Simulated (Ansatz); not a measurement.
The first iterations of a band of FH + H6Si2 (10 atoms, charge 0, multiplicity 1).

Method: Ansatz, RKS PBE0-D4/6-31G*.

- movable images: 8
- climbing image: no
- spring: 5.0 eV/Å²
- optimiser: quadratic models (default)
- start path: through a guess of the saddle point
- force threshold: 0.05 eV/Å
- iteration limit: 60
- end points: relaxed

First end point:

```xyz
10
Properties=species:S:1:pos:R:3
Si -0.101 0.287 -0.116
H -0.152 0.431 1.371
H 1.321 0.363 -0.545
H -0.827 1.458 -0.688
Si -1.101 -1.725 -0.781
H -1.726 -2.405 0.391
H -2.185 -1.467 -1.774
H -0.113 -2.650 -1.397
F 1.173 -2.151 1.253
H 0.614 -1.934 1.968
```

Last end point:

```xyz
10
Properties=species:S:1:pos:R:3
Si 0.260 0.146 -0.566
H -0.027 -2.047 2.982
H 1.186 0.308 -1.722
H -0.553 1.388 -0.429
Si -1.128 -1.704 -0.902
H -2.102 -1.873 0.211
H -1.885 -1.468 -2.167
H -0.336 -2.957 -1.052
F 1.153 -0.027 0.775
H 0.333 -1.559 2.552
```

| iteration | highest image above the first end (eV) | largest band force component (eV/Å) |
| --- | --- | --- |
| 1 | 3.216 | 17.969 |
| 2 | 1.943 | 2.607 |
| 3 | 1.636 | 1.782 |
| 4 | 1.345 | 1.909 |
| 5 | 1.348 | 1.427 |
| 6 | 1.382 | 0.949 |
| 7 | 1.488 | 1.513 |

Q: Does the band converge within its limit, and where does its top end?

A: The forces met the threshold. It ended after 22 iterations with the highest image 0.695 eV above the first end. Neighbouring images differ by up to 1.3 eV, so the band resolves the path poorly. No image climbed, so the highest image needn't sit at the top of the path. The orbitals stay closed-shell, which can raise the energy where a bond breaks towards radicals; this wasn't checked here.

The run took 8.6 min on 1 thread of Arm Neoverse V1, with other jobs on the host, peak memory 0.13 GiB.
